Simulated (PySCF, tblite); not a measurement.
# C3H3FNS radical: geometry, infrared bands and EPR parameters

Wanted: the infrared bands and EPR parameters of C3H3FNS radical (`N#C[C@@H](F)[CH]S`), by calculation.

Computed with tblite 0.8.0 and PySCF 2.14.0, with density-fitted response routines of our own, on a single molecule in the gas phase. Atoms are numbered from 0 throughout.

### Step 1. Starting geometry

9 atoms, charge 0, multiplicity 2; geometry from: force field or distance geometry start.

Bonds of the start (Å): N0–C1 1.14, C1–C2 1.47, C2–F3 1.39, C2–C4 1.54, C4–S5 1.84, C2–H6 1.08, C4–H7 1.10, S5–H8 1.42.

### Step 2. Optimising the geometry with GFN2-xTB

Job settings and geometry (Å):

```
{"job": {"kind": "relax", "xc": "GFN2-xTB", "basis": "xTB"}, "charge": 0, "multiplicity": 2}
N      1.777300     1.277500    -0.779300
C      1.166000     0.511800    -0.200200
C      0.416100    -0.503200     0.552200
F     -0.166500     0.078000     1.668100
C     -0.772400    -0.907900    -0.334500
S     -1.659300     0.638300    -0.773200
H      1.019200    -1.340900     0.872000
H     -0.354800    -1.380300    -1.241900
H     -1.412000     1.632500     0.211800
```

On the command line:

```bash
OMP_NUM_THREADS=1 python probes_run.py task.json out
```

The driver reads the jobs from task.json and runs them one after another.

**Question.** This job is followed by: GFN2-xTB harmonic vibrations, gas phase; UKS B3LYP, pcH-1 on C F H N S, non-relativistic, mean-field spin-orbit, GIAO. What will the session give for the following? strongest single infrared mode (GFN2-xTB); zero-point energy (GFN2-xTB); g(iso) (B3LYP); ⟨S²⟩; largest a(iso); surface potential, 1st and 99th percentile.

The runs gave:

| quantity | value |
| --- | --- |
| strongest single infrared mode (GFN2-xTB) | 2376 cm⁻¹, 228 km/mol |
| zero-point energy (GFN2-xTB) | 31.6 kcal/mol |
| g(iso) (B3LYP) | 2.00474 |
| ⟨S²⟩ | 0.754 (exact 0.75) |
| largest a(iso) | 13C on C4, 120.5 MHz |
| surface potential, 1st and 99th percentile | -1.59 V and 1.73 V |

The optimisation took 62 steps and gained 0.740 eV; among the close pairs (by a distance rule), C4–S5 changed most, from 1.836 to 1.714 Å. No mode is imaginary among the 21: a minimum at this level. The strongest single mode, at 2376 cm⁻¹, moves mainly C1 and N0. Unscaled tight-binding wavenumbers are off by several per cent, some by more. Its intensities can rank the bands wrongly. Most of the unpaired spin sits on C4 (0.79 e). The isotropic g lies 2.4 ppt above the free-electron value.
